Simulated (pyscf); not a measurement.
PySCF, gas phase, ωB97X-D3(BJ)/def2-SVP geometries. Correlated levels are frozen-core, on RHF or UHF. ΔMP2 is the change of the MP2 total energy from the triple- to the quadruple-zeta basis.

Q: Estimate by transition-state theory (the high-pressure limit) the rate constant of Cl–CH₂–CH₂–Cl (SMILES ClCCCl) -> HCl (SMILES Cl) + H₂C=CH–Cl (SMILES C=CCl) (singlet surface; C–Cl, C–H broken, Cl–H formed) at 1200 K, with CCSD(T)/def2-TZVPP + ΔMP2(QZVPP) energies (ideal gas, 1 atm, RRHO with modes under 100 cm⁻¹ raised to 100, one conformer, R ln 2 for chiral ones without a mode under 150 cm⁻¹; no tunnelling).

A: The electronic barrier is 67.9 kcal/mol and the thermal terms add -9.3, so ΔG‡ = 58.6 kcal/mol. With k_BT/h = 2.50e+13 s⁻¹ and RT = 2.385 kcal/mol, k = 5.3e+02 s⁻¹, a half-life of 1.3e-03 s through this channel alone. Wigner's tunnelling factor for 1863i cm⁻¹ would be 1.21. A shift of 1 kcal/mol in the barrier changes k by a factor 1.5. On the reactant side the descent ends in a point that may be a rotor saddle (no frequency run), 1.1 kcal/mol over the lowest minimum found and 68.1 kcal/mol under the saddle at ωB97X-D3(BJ)/def2-TZVP. This is the saddle that the search found; another between the same sides may lie lower. The CCSD(T) − MP2 part came from Ansatz, without density fitting, on the same reference.
